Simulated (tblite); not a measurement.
Species: C₂H₄F₂S (charge +1 and doublet state).
Bonds: F1–C2, C2–S3, S3–C4, C4–F5. Hydrogens: H6, H7 on C2; H8, H9 on C4.

Computed with GFN2-xTB (tblite), gas phase: L-BFGS steps from a force-field or distance-geometry start until the largest atomic force falls under 0.01 eV/Å.

Step 0: E = -502.3494 eV
```
atom  x, y, z in Å  |  force x, y, z in eV/Å
F1      1.7847    1.4950   -0.5917   -0.413  -1.190   0.028
C2      1.4630    0.1777   -0.3080    1.472   0.778   1.265
S3     -0.1368   -0.2533   -0.9479   -0.464   0.136  -1.498
C4     -1.4600   -0.2750    0.2771   -1.125  -0.121   0.896
F5     -2.0612    0.9634    0.4334    1.043  -1.160  -0.057
H6      2.2534   -0.4657   -0.7716   -0.473   0.312  -0.135
H7      1.5638    0.0398    0.7899   -0.179   0.238  -0.248
H8     -2.2355   -0.9454   -0.1549    0.178   0.300  -0.007
H9     -1.1577   -0.7305    1.2485   -0.039   0.707  -0.243
```

Step 1: E = -502.4961 eV
```
atom  x, y, z in Å  |  force x, y, z in eV/Å
F1      1.7788    1.4780   -0.5912   -0.211  -0.559  -0.018
C2      1.4841    0.1889   -0.2899    0.590   0.225   0.353
S3     -0.1434   -0.2513   -0.9693   -0.168   0.265  -0.835
C4     -1.4761   -0.2767    0.2899   -0.513  -0.283   0.261
F5     -2.0463    0.9468    0.4327    0.707  -0.564   0.024
H6      2.2466   -0.4612   -0.7736   -0.285   0.182  -0.109
H7      1.5612    0.0431    0.7864   -0.121   0.162   0.326
H8     -2.2330   -0.9411   -0.1551   -0.070   0.074  -0.051
H9     -1.1582   -0.7205    1.2449    0.070   0.498   0.049
```

Step 2: E = -502.5556 eV
```
atom  x, y, z in Å  |  force x, y, z in eV/Å
F1      1.7725    1.4611   -0.5915    0.003   0.155  -0.102
C2      1.5022    0.1962   -0.2783   -0.144  -0.307   0.074
S3     -0.1487   -0.2441   -0.9939   -0.012   0.288  -0.286
C4     -1.4916   -0.2843    0.2984    0.119  -0.422  -0.179
F5     -2.0259    0.9299    0.4332    0.327   0.089   0.075
H6      2.2383   -0.4559   -0.7767   -0.051  -0.012  -0.121
H7      1.5577    0.0478    0.7944   -0.105   0.113   0.418
H8     -2.2345   -0.9386   -0.1564   -0.303  -0.164  -0.104
H9     -1.1565   -0.7062    1.2457    0.166   0.260   0.226
```

Step 3: E = -502.5744 eV
```
atom  x, y, z in Å  |  force x, y, z in eV/Å
F1      1.7708    1.4589   -0.5933    0.011   0.122  -0.058
C2      1.5054    0.1935   -0.2730   -0.302  -0.220  -0.011
S3     -0.1506   -0.2376   -1.0056    0.020   0.277  -0.082
C4     -1.4942   -0.2931    0.2983    0.231  -0.281  -0.247
F5     -2.0150    0.9265    0.4345    0.264   0.111   0.041
H6      2.2352   -0.4546   -0.7796    0.010  -0.068  -0.090
H7      1.5550    0.0510    0.8026   -0.101   0.096   0.323
H8     -2.2397   -0.9405   -0.1585   -0.309  -0.194  -0.077
H9     -1.1534   -0.6980    1.2494    0.177   0.157   0.202
```

**Question.** Estimate the geometry and energy of step 4. (The exact step hangs on the optimiser's Hessian estimate; all steps are aligned on step 3, rigid shifts and turns removed.)

**Answer.** E = -502.6014 eV, largest force 0.389 eV/Å
```
atom  x, y, z in Å  |  force x, y, z in eV/Å
F1      1.7674    1.4552   -0.5971    0.004  -0.037   0.050
C2      1.5036    0.1861   -0.2632   -0.375  -0.013  -0.102
S3     -0.1537   -0.2195   -1.0276    0.031   0.198   0.229
C4     -1.4932   -0.3133    0.2925    0.266  -0.024  -0.206
F5     -1.9885    0.9216    0.4371    0.178   0.029  -0.063
H6      2.2300   -0.4543   -0.7865   -0.004  -0.088   0.055
H7      1.5475    0.0590    0.8231   -0.101   0.065  -0.002
H8     -2.2561   -0.9485   -0.1635   -0.140  -0.111   0.059
H9     -1.1436   -0.6803    1.2599    0.142  -0.020  -0.020
```

The energy changes by -0.0271 eV. The first-order estimate −F·Δx gives -0.0448 eV and the mean of the old and new forces, exact on a quadratic surface, -0.0269 eV. The step makes an angle of 39° with the force vector and moves no atom by more than 0.029 Å.

What follows is the cost of the whole relaxation. Time: 0.31 s. Hardware: one thread, Arm Neoverse V1 (aarch64), on a shared host.
